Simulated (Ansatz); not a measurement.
## Setting up SiNH2Cl (SMILES N[Si]Cl) in Ansatz

SiNH2Cl has 5 atoms, charge 0, and is taken as a singlet. SMILES: `N[Si]Cl`. The shape is that of a PBE0-D4/def2-TZVP optimisation. This is one conformer, not always the lowest.

```xyz
5

N    -0.1482    0.5834   -0.2339
Si   -0.1162   -0.3418    1.1926
Cl    0.6490   -2.1245    0.3773
H    -0.4733    1.5386   -0.2274
H     0.1386    0.2706   -1.1500
```

Settings wanted:

```
basis set            : STO-3G
task                 : energy
method               : CCSDT
reference            : RHF
accuracy             : high
frozen core orbitals : 11
```

Question: Write the Ansatz 0.2.0 input and the command.

Answer: This one ran through:

run.yaml:
```yaml
basis:
  gaussian: {orbitals: STO-3G}
crystal:
  periodic: [false, false, false]
  atoms:
    - {symbol: "N", position_ang: [-0.148200, 0.583400, -0.233900]}
    - {symbol: Si, position_ang: [-0.116200, -0.341800, 1.192600]}
    - {symbol: Cl, position_ang: [0.649000, -2.124500, 0.377300]}
    - {symbol: H, position_ang: [-0.473300, 1.538600, -0.227400]}
    - {symbol: H, position_ang: [0.138600, 0.270600, -1.150000]}
correlation: {method: ccsdt, frozen_orbitals: {Cl: 5, H: 0, "N": 1, Si: 5}}
accuracy: high
scf: {omitted_lower_state_checks: [cluster_reference, increment]}
```

```bash
$ ansatz run run.yaml --threads 1 --pin off --max-ram 2610MiB --events-out events.jsonl --progress --plain --runs-dir runs
```

Calculated total energy: -795.25071 Eh.
